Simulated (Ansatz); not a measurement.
# NH2O (doublet): the correlation ladder at a displaced geometry (v1), cc-pVDZ

An exercise on one series of results from a longer session: the logs are not shown, and one member is left open.

Method: cc-pVDZ, core rule «outside noble gas», up to 2 orbitals frozen; program: Ansatz 0.2.0, Gaussian basis.

To be run: UHF; CCSD(T) on ROHF; CCSD(T) on UHF; BCCD(T) on ROHF; CISD; CCSDT(Q) on ROHF; CCSDT(Q) on UHF; CASSCF and MRCISD+Q, 13 electrons in 10 orbitals; CASSCF and NEVPT2, 13 electrons in 10 orbitals.

18 further runs of the same task are left out: 9 that didn't finish, 9 set aside as unsound or not needed.

## What is computed

The geometry is a PBE0/def2-TZVP stationary point (not a proven minimum) with its atoms shifted at random (size 0.040 Å).

4 atoms, charge 0, spin multiplicity 2.

Atoms are counted from 1 here; the program's logs count them from 0.

Bond lengths: N1–O2 1.273 Å, N1–H3 1.027 Å, N1–H4 1.021 Å. Angles: O2–N1–H3 117.1°, O2–N1–H4 117.7°, H3–N1–H4 125.2°.

The first run:

File in.yaml:

```yaml
crystal:
  periodic: [false, false, false]
  atoms:
    - {symbol: N, position_ang: [0.000684, 0.007325, 0.606437]}
    - {symbol: O, position_ang: [-0.000149, -0.008817, -0.666666]}
    - {symbol: H, position_ang: [0.047815, 0.926713, 1.062576]}
    - {symbol: H, position_ang: [-0.054962, -0.888542, 1.092379]}
basis:
  gaussian: {orbitals: cc-pVDZ}
magnetization: {spin_polarized: true, initial_magnetization: 1}
hamiltonian: {xc: hf}
output: {orbitals: {seedname: orbitals}}
```

Run with:

```console
$ ansatz run in.yaml --threads 1 --pin off --events-out ev --progress --plain --max-ram 2393MiB
```

Steps of the session up to this table: UHF; CCSD(T) on ROHF; CCSD(T) on UHF; BCCD(T) on ROHF; CISD; CCSDT(Q) on ROHF; CCSDT(Q) on UHF; CASSCF and MRCISD+Q, 13 electrons in 10 orbitals; CASSCF and NEVPT2, 13 electrons in 10 orbitals.

One of the session's tables, all rows but one given; the rest of the session is left out.

It belongs to the step «Misses and costs». 

| method | from UCCSDT(Q) (kJ/mol) |
| --- | --- |
| ROHF | +970.2 |
| UHF | +951.6 |
| RMP2 | +75.5 |
| UMP2 | +79.9 |
| CISD | +96.9 |
| RCCSD | +26.1 |
| UCCSD | +25.4 |
| RCCSD(T) | +3.8 |
| UCCSD(T) | +3.8 |
| BCCD(T) | +3.7 |
| RCCSDT | ? |
| UCCSDT | +2.7 |
| RCCSDT(Q) | 0.0 |
| UCCSDT(Q) | 0 |
| CASSCF valence | +706.4 |
| NEVPT2 valence | +106.6 |
| MRCISD valence | +46.7 |
| MRCISD+Q valence | +4.3 |

Q: Estimate the row for RCCSDT from the others.

As computed: from UCCSDT(Q) (kJ/mol): +2.8. In the column «from UCCSDT(Q) (kJ/mol)» it lies between UCCSDT (+2.7) and BCCD(T) (+3.7).

Caveats from the session: Restricted and unrestricted rows rest on different reference determinants; where their highest levels disagree by more than a few hundredths of an eV, they describe different states and don't form one ladder.
